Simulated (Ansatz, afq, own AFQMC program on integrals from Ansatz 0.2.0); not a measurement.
Integrals from Ansatz 0.2.0, then the random walk in our own AFQMC program (afq).

```yaml
crystal:
  periodic: [false, false, false]
  atoms:
    - {symbol: Mg, position_ang: [0.000000, 0.000000, 0.000000]}
    - {symbol: Mg, position_ang: [0.000000, 0.000000, 2.765800]}
basis:
  gaussian: {orbitals: cc-pVDZ}
magnetization: {spin_polarized: false, initial_magnetization: 2}
correlation: {method: ccsd_t, electrons: outside_noble_gas, hamiltonian_folder: ham}
```

```sh
$ ansatz run in.yaml --threads 1 --pin off --events-out ev --progress --plain --max-ram 1382MiB
```

afq runs on the folder ham with

```
--method phaseless --trial cisd --walkers 100 --populations 1 --least-time 40 --time-step 0.005 --steps-per-block 50 --equilibration-blocks 28 --max-blocks 300 --target-error 0.00024 --factor-cut 1e-05 --start spin_pure --seed 2416 --release-times 0.24,0.51,0.99,1.62,2.4 --release-step 0.03 --release-every 4 --taylor-order 6
```

Times are imaginary, in 1/Eh. The walk had a cap of 526 s.

```
orbitals 26  electrons 3 1  factors 178 of 328
reference energy -399.15691120 Eh
CCSD correlation -0.05879813 Eh in 11 cycles, weight of the determinant in the CISD state 0.8946
energy of the start -399.215709 Eh
 block  time / (1/Eh)  mean weight  energy / Eh
     1     0.250  1.0001  -399.215675
     2     0.500  1.0002  -399.215737
     3     0.750  0.9998  -399.215898
     4     1.000  0.9996  -399.216098
     5     1.250  0.9997  -399.216397
     8     2.000  0.9996  -399.217028
    13     3.250  0.9994  -399.218187
    25     6.250  1.0004  -399.218500
    37     9.250  0.9986  -399.219691
    49    12.250  0.9999  -399.219551
    61    15.250  1.0001  -399.217895
    73    18.250  1.0001  -399.217269
    85    21.250  0.9996  -399.218886
    97    24.250  1.0003  -399.216365
   109    27.250  1.0006  -399.218163
   121    30.250  1.0006  -399.217667
   133    33.250  1.0000  -399.217483
   145    36.250  0.9996  -399.217893
   149    37.250  0.9996  -399.220359
   157    39.250  1.0005  -399.216316
   169    42.250  1.0008  -399.217320
   181    45.250  0.9996  -399.217735
   185    46.250  0.9998  -399.218564
blocks merged  error / Eh  count
     1  0.000084  160
     2  0.000111  80
     4  0.000138  40
     8  0.000150  20
    16  0.000161  10
released: time / (1/Eh)  energy / Eh  error  mean overlap
  0.24  -399.218643  0.000176  1.0004
  0.51  -399.218738  0.000171  1.0002
  0.99  -399.218912  0.000163  1.0007
  1.62  -399.219134  0.000189  0.9923
  2.40  -399.219558  0.000145  0.9916
energy -399.218481 +/- 0.000150 Eh
(rows thinned)
```

(1) Estimate how long the walk took on 1 thread of Arm Neoverse V2 (shared host).

The run passed its tests (sampling time, drift between the halves within three errors, error under three times the target), which doesn't prove that it has relaxed.

Against this walk (error 4.1 meV) on the same determinant: CCSD(T) 1.9 meV higher (within the noise), CCSDT(Q) 31.5 meV lower, full CI 32.4 meV lower. The error is statistical and leaves out the bias of the constraint. The released energies are still falling (meV from the phaseless value at times in 1/Eh: -4 ± 5 at 0.24, -7 ± 5 at 0.51, -12 ± 4 at 0.99, -18 ± 5 at 1.62, -29 ± 4 at 2.40), so they give no level; they do show a bias of the constraint, and the last of them that isn't too noisy lies 3 meV above full CI. Full CI is exact here, so the walk's 32 meV above it is the walk's own error: the bias of the constraint with this trial.

Cautions: constraint bias not in the error; another spin lies lower (by 1.29 eV); a spin-contaminated unrestricted determinant lies lower (UHF 276 meV lower, ⟨S²⟩ 2.16); the search met a lower determinant of the same kind, perhaps of another symmetry (296 meV lower), and this one is a saddle point.

Answers

(1) 97 s of wall time.

CCSDT and higher add their correlation energy to the determinant of the CCSD(T) run, since their own runs factorise the integrals more tightly (a shift of under 2 meV). A walk keeps the symmetry of its determinant, which the program's search chose and which needn't be the lowest solution, so a lower state of the same spin and another symmetry isn't excluded.
